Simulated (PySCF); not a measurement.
Boron: a sound run and one with changed settings

Sound run: B [He] 2s2 2p1, B⁺ [He] 2s2. All numbers are calculated (PySCF 2.14, the non-relativistic Hamiltonian (point nucleus), in aug-cc-pVDZ (4s3p2d, 23 functions)). In the sound run the correlated levels freeze 1s2. The sound run starts from symmetry-adapted Hartree-Fock orbitals and uses a fine grid where one is needed.

Changed run: initial guess atom, at most 50 SCF cycles.

```json
{"species": "B", "method": "UHF", "sound run (hartree)": "-24.53057", "changed run (hartree)": "-24.53057", "converged": "yes"}
{"species": "B", "method": "PBE0", "sound run (hartree)": "-24.61648", "changed run (hartree)": "-24.61648", "converged": "yes"}
{"species": "B", "method": "CCSD(T)", "sound run (hartree)": "-24.59110", "changed run (hartree)": "-24.59110", "converged": "yes"}
{"species": "B⁺", "method": "MN15", "sound run (hartree)": "-24.32221", "changed run (hartree)": "-24.32221", "converged": "yes"}
{"species": "B⁺", "method": "MP2", "sound run (hartree)": "-24.26767", "changed run (hartree)": "-24.26767", "converged": "yes"}
```

Here the plain start reaches the same solutions.
